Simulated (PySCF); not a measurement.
A made-up structure of CH4OSi, closed shell:

```xyz
7
angstrom
O -1.7990 -0.8926 -0.2886
C -0.6354 -0.9465 0.0166
Si 0.4604 0.6439 -0.0043
H -0.1906 -1.9260 0.3139
H -1.0208 -1.0406 0.9995
H -0.1327 1.6179 0.9450
H 1.8528 0.3155 0.3990
```

It is relaxed with PBE-D4/def2-SVP and then PBE0-D4/def2-TZVP (PySCF 2.14 with density fitting (its default auxiliary sets; JK sets also for MP2 and CCSD(T))). Atoms count as bonded within 1.22 times the sum of their covalent radii (H–H: 0.88 Å). The end point is not checked to be a true minimum.

(1) Does its bonding change? (A judgement: the text doesn't fix the answer.)

Answers

(1) By the calculation: Yes. Formed: Si3–H5; broken: C2–H5.

Where it ends: The first stage lowers the energy by 4.43 eV in 25 steps. It ends as CH₄OSi ([O][CH][SiH3]):
```
atom    x (Å)    y (Å)    z (Å)
  O1  -2.1145  -0.8677  -0.2258
  C2  -0.9592  -1.1050   0.0151
 Si3   0.2971   0.2442   0.5762
  H4  -0.5829  -2.1527  -0.0860
  H5   0.8323  -0.1500   1.9064
  H6  -0.3815   1.5591   0.6394
  H7   1.4200   0.2623  -0.3981
```

Labels in which every atom is bracketed show which atoms are joined, not bond orders.

For scale, one of the runs: PBE0-D4/def2-TZVP relaxation, 123 basis functions, launched by `OMP_NUM_THREADS=2 python run.py`. Hardware: 2 CPU threads of an Intel Xeon Platinum 8488C, shared host. Wall time 110 s; peak host memory 1.2 GiB.
